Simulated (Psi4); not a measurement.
# UTPSS/def2-TZVP (sweep point 6) run of CF (SMILES [C]F)

We compute a geometry optimisation of CF. 

Program for the calculation: Psi4 1.11.

**1. The molecule**

CF has 2 atoms, charge 0, and is taken as a doublet. As SMILES, `[C]F`. The shape is that of a PBE0-D4/def2-TZVP optimisation. The run starts from this shape.

Bond lengths: C1–F2 1.268 Å.

**2. A geometry optimisation at UTPSS/def2-TZVP (sweep point 6)**

Input file job.inp:

```
memory 1600 mb

molecule m {
  0 2
  C      0.000000     0.000000     0.003080
  F      0.000000     0.000000     1.271320
  units angstrom
  symmetry c1
}

set {
  reference            uks
  puream               true
  scf_type             pk
  dft_radial_points    99
  dft_spherical_points 590
  g_convergence        gau_tight
  geom_maxiter         50
  maxiter              100
}

result, w = optimize('tpss/def2-TZVP', return_wfn=True)
```

On the command line:

```sh
$ psi4 -i job.inp -o job.out -n 1
```

Q: Predict the results. Wanted: total energy at the end; dipole moment; HOMO energy; LUMO energy; bond length; ⟨S²⟩.

Answer, from the run:

At UTPSS/def2-TZVP (sweep point 6):

| quantity | value |
| --- | --- |
| total energy at the end | -137.85687 Eh |
| dipole moment | 0.78 D |
| HOMO energy (highest over α and β) | -4.93 eV |
| LUMO energy (lowest over α and β) | -3.98 eV |
| bond length | 1.291 Å |
| ⟨S²⟩ | 0.755 |

At the final geometry: Bond lengths: C1–F2 1.291 Å. The optimisation took 5 steps and changed the energy by -0.011 eV.
